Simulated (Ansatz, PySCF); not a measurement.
Species: C$_{3}$H$_{5}$ (charge -1, singlet). It need not be the lowest isomer of its formula. Whether it binds its extra electron was not tested at this geometry. 
Structure (B3LYP-D3(BJ)/def2-TZVP (Ansatz, a first-principles code) minimum search):
```xyz
8

C      1.2258     0.1731     0.0089
C     -0.0311     0.6439    -0.0092
H      1.4781    -0.9136     0.0264
H      2.1064     0.8231     0.0081
C     -1.0916    -0.4392    -0.0040
H     -0.6973    -1.4882     0.0142
H     -1.7609    -0.3317     0.8619
H     -1.7448    -0.3560    -0.8848
```
Charge -1, spin multiplicity 1.

Total electronic energies in hartree. Valence correlation only, unless marked. Spin-orbit coupling is left out. Non-relativistic. CBS(X,Y): correlation extrapolated as X^-3; Hartree-Fock from the larger set. [CCSD(T)-MP2]/basis is that difference in the basis named.

| level | program | energy (Eh) |
|---|---|---|
| HF-D3(BJ)/def2-TZVPD | PySCF + dftd3 | -116.48195 |
| HF-D4/def2-TZVPD | PySCF + dftd4 | -116.46398 |
| B97M-V/def2-TZVPD | Ansatz | ? |
| PBE0/def2-TZVP | Ansatz | ? |
| BHLYP-D4/def2-TZVPD | Ansatz + dftd4 | ? |
| wB97M-V/def2-TZVPD | Ansatz | -117.21930 |
| MP2/6-31G | Ansatz | -116.59784 |
| CCSD/cc-pwCVTZ | Ansatz | -116.99064 |
| RI-MP2/CBS(aug-cc-pVTZ,aug-cc-pVQZ)+[CCSD(T)-MP2]/aug-cc-pVTZ | Ansatz | -117.0847 |

Task: What belongs in the gaps?

Result: 
- B97M-V/def2-TZVPD, energy (Eh): -117.29075
- PBE0/def2-TZVP, energy (Eh): -117.12879
- BHLYP-D4/def2-TZVPD, energy (Eh): -117.20856
